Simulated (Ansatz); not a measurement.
# AlPH₂ (singlet): from Hartree-Fock to the top rungs, cc-pVTZ

How much of the correlation energy of AlPH₂ (singlet) does each wave-function method recover here?

Computed with Ansatz 0.2.0, Gaussian basis. Level: cc-pVTZ, core rule «outside noble gas», up to 10 orbitals frozen.

Plan: UHF; CCSD(T) on RHF; BCCD(T) on RHF; CCSDT(Q) on RHF.

9 further runs of the same task are left out: 6 for a known fault of the program, 3 set aside as unsound or not needed.

## Step 1: The geometry

The geometry is a PBE0/def2-TZVP stationary point (not a proven minimum).

4 atoms, charge 0, spin multiplicity 1.

Atoms are counted from 1 here; the program's logs count them from 0.

Bond lengths: Al1–P2 2.131 Å, Al1–H3 1.583 Å, P2–H4 1.451 Å. Angles: P2–Al1–H3 176.8°, Al1–P2–H4 75.4°.

Geometry (Å):

```
Al    0.0000    0.0033    1.1038
P     0.0000    0.0453   -1.0264
H     0.0000   -0.1169    2.6818
H     0.0000   -1.3656   -0.6878
```

## Step 2: UHF

File in.yaml:

```yaml
crystal:
  periodic: [false, false, false]
  atoms:
    - {symbol: Al, position_ang: [0.000000, 0.003348, 1.103758]}
    - {symbol: P, position_ang: [0.000000, 0.045326, -1.026381]}
    - {symbol: H, position_ang: [0.000000, -0.116866, 2.681764]}
    - {symbol: H, position_ang: [0.000000, -1.365594, -0.687779]}
basis:
  gaussian: {orbitals: cc-pVTZ}
magnetization: {spin_polarized: true, initial_magnetization: 0}
hamiltonian: {xc: hf}
output: {orbitals: {seedname: orbitals}}
```

Launch:

```console
ansatz run in.yaml --threads 1 --pin off --events-out ev --progress --plain --max-ram 4096MiB --backend cpu
```

Further steps of the session: CCSD(T) on RHF; BCCD(T) on RHF; CCSDT(Q) on RHF.

Q: Predict the results of all the runs planned. Wanted: RCCSDT(Q) below the RHF energy; RMP2 from RCCSDT(Q); RCCSD from RCCSDT(Q); RCCSD(T) from RCCSDT(Q); T1 diagnostic.

As calculated:

```
                         quantity          value
   RCCSDT(Q) below the RHF energy     -7.3417 eV
              RMP2 from RCCSDT(Q)  +113.5 kJ/mol
             RCCSD from RCCSDT(Q)   +41.7 kJ/mol
          RCCSD(T) from RCCSDT(Q)    +5.8 kJ/mol
levels within 1 kcal/mol (43 meV)         RCCSDT
                    T1 diagnostic          0.019
```

In words: RCCSD(T) lands +5.8 kJ/mol from the yardstick (0.8 % of the correlation energy). These misses are within one basis, not against nature.
